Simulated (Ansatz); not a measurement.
System: NH, charge 0, multiplicity 1. This is an excited singlet: at this geometry the triplet lies 1.85 eV lower at CCSD(T)/CBS(aug-cc-pVTZ,aug-cc-pVQZ). 
Structure (B3LYP-D3(BJ)/def2-TZVP (Ansatz, an electronic-structure program) minimum search):
```xyz
2

N      0.0000     0.0000    -0.1300
H      0.0000     0.0000     0.9099
```

Basis-set convergence of Hartree-Fock and CCSD(T) correlation energies (hartree) with Ansatz. Cores are frozen in the correlated levels unless marked. No spin-orbit coupling. Non-relativistic.

The Hartree-Fock reference is unstable (checked in the largest basis), which strains HF and MP2. 

| basis | functions | E(HF) | E(corr, CCSD(T)) |
|---|---|---|---|
| cc-pVDZ | 19 | -54.85763 | -0.15865 |
| cc-pVTZ | 44 | -54.87422 | -0.19540 |
| cc-pVQZ | 85 | -54.87867 | -0.20648 |
| cc-pV5Z | 146 | -54.87999 | -0.21027 |

Extrapolating the two largest sets (X = 4 and 5) as X^-3: E(corr) = (125·(-0.21027) - 64·(-0.20648))/61 = -0.2142 Eh, an estimate of the basis-set limit. The largest set recovers 98.1 % of it, the smallest 74.1 %.
